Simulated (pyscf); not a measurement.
Optimised with ωB97X-D3(BJ)/def2-SVP in PySCF.

For HO–AsH–OH (SMILES O[AsH]O) + SiH₂ (SMILES [SiH2]) [singlet] → HO–AsH–O–SiH: (SMILES O[AsH]O[SiH]) [singlet] + H₂ (SMILES [H][H]), a four-centre exchange (singlet surface; H–O, H–Si broken, O–Si, H–H formed), PBE/def2-TZVP gives ΔE‡ = -12.3 kJ/mol and ΔE = -116.5 kJ/mol (zero: the separated reactants). In which direction and how far do r²SCAN/def2-TZVP, PBE0-D3(BJ)/def2-TZVP, ωB97M-D3(BJ)/def2-TZVP move these?

r²SCAN: ΔE‡ = -10.9 kJ/mol, ΔE = -125.8 kJ/mol; PBE0-D3(BJ): ΔE‡ = -4.4 kJ/mol, ΔE = -114.3 kJ/mol; ωB97M-D3(BJ): ΔE‡ = 11.5 kJ/mol, ΔE = -116.7 kJ/mol. PBE's barrier lies under all of them, by 1.4 to 23.8 kJ/mol. Its reaction energy lies among theirs. On the reactant side the descent ends in an adduct with a O–Si contact, 87.0 kJ/mol under the separated species and 90.4 kJ/mol under the saddle at ωB97X-D3(BJ)/def2-TZVP. At PBE, r²SCAN, PBE0-D3(BJ) the saddle lies under the separated reactants, which points to a path from their complex (located at ωB97X-D3(BJ) alone). What is counted as formed (O–Si) is already present as a longer contact in the reactant adduct; forming that adduct is a step of its own. At the saddle there is also a short H–Si contact that neither side keeps. The same reactants have a lower exit, to HO–SiH₂–AsH–OH (barrier -53.8 kJ/mol at ωB97M-D3(BJ)/def2-TZVP, against +11.5 kJ/mol here). One saddle was located; it need not be the lowest between these sides. Elements up to Kr have no core potential and no relativistic terms here.
